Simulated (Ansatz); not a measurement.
## C₄H₄S, singlet: the ladder up to RCCSDTQ

Geometry: MP2(full)/6-31G*, from the G2/97 set.

```xyz
9

S     0.0000    0.0000    1.1449
C     0.0000    1.2339   -0.0463
C     0.0000   -1.2339   -0.0463
C     0.0000    0.7092   -1.3171
C     0.0000   -0.7092   -1.3171
H     0.0000    2.2753    0.2472
H     0.0000   -2.2753    0.2472
H     0.0000    1.3219   -2.2120
H     0.0000   -1.3219   -2.2120
```

Basis STO-3G; Ansatz 0.2.0. Only valence electrons are correlated (noble-gas cores frozen), which leaves 26 electrons in 24 orbitals. R marks a restricted (for open shells ROHF) determinant, U an unrestricted one. Active spaces: frontier = (8e, 8o) about the gap.

Full CI isn't at hand for all of this; RCCSDTQ serves as the reference, and is uncertain by about the last step of the cluster series. The frozen core follows each run's orbitals, which can shift R against U totals by a few meV.

Unrestricted rows (U) aren't spin-pure: their determinants' ⟨S²⟩ exceeds S(S+1) by up to 0.62, so they mix in states of higher spin.

- UHF ⟨S²⟩: 0.621
- T1 diagnostic (RCCSD): 0.0050
- largest doubles amplitude (RCCSD): 0.158

```
                    level  E − E(RCCSDTQ) (kJ/mol)  share of correlation (%)       wall time
                      RHF                    872.8                      0.00               –
                      UHF                    844.6                      3.23               –
                     RMP2                    158.0                     81.90               –
                     UMP2                    266.1                     69.51               –
                     CISD                    130.7                     85.02           1.1 s
                    RCCSD                     21.9                     97.49               –
                    UCCSD                     29.8                     96.59               –
                 RCCSD(T)                      5.2                     99.41          0.61 s
                 UCCSD(T)                      8.4                     99.03           1.7 s
                  BCCD(T)                      5.1                     99.41          0.55 s
                   RCCSDT                      3.3                     99.62               –
                   UCCSDT                      4.2                     99.52               –
                   CISDTQ                     12.7                     98.55  2.4 min (H100)
                RCCSDT(Q)                      0.2                     99.97             4 s
                UCCSDT(Q)                      0.5                     99.94            19 s
                  UCCSDTQ                      0.2                     99.97  7.1 min (H100)
  CASSCF (frontier space)                    551.2                     36.85               –
  MRCISD (frontier space)                     59.7                     93.15               –
MRCISD+Q (frontier space)                     11.2                     98.71            14 s
```

The correlation energy at RCCSDTQ, counted from RHF, is -9.046 eV. That run took 27 s on 2 threads of AMD EPYC 7R13 with a shared H100 80 GB, shared host.

Times hold each run's SCF and search for its determinant on a shared host, so for small cases they say little of a method's own cost; rows without a card ran on 1 thread of AMD EPYC 7R13.

Atomization energy (electronic, same basis, no zero-point term; atoms at the same level, unrestricted beside the R rows where the molecule is a closed shell, with restricted open-shell steps beyond CCSDT(Q)) at RCCSDTQ: 4067.2 kJ/mol. Errors of other levels:

```
    level  error (kJ/mol)
      RHF          -660.4
      UHF          -632.2
     RMP2           -48.9
     UMP2          -157.0
     CISD          -130.7
    RCCSD           -22.0
    UCCSD           -29.8
 RCCSD(T)            -5.2
 UCCSD(T)            -8.5
  BCCD(T)            -5.1
   RCCSDT            -3.3
   UCCSDT            -4.2
   CISDTQ           -12.7
RCCSDT(Q)            -0.3
UCCSDT(Q)            -0.5
  UCCSDTQ            -0.2
```

This basis is far from its limit, so the value isn't to be set against a measured one. Truncated CI isn't size-consistent, which counts against it in atomization.
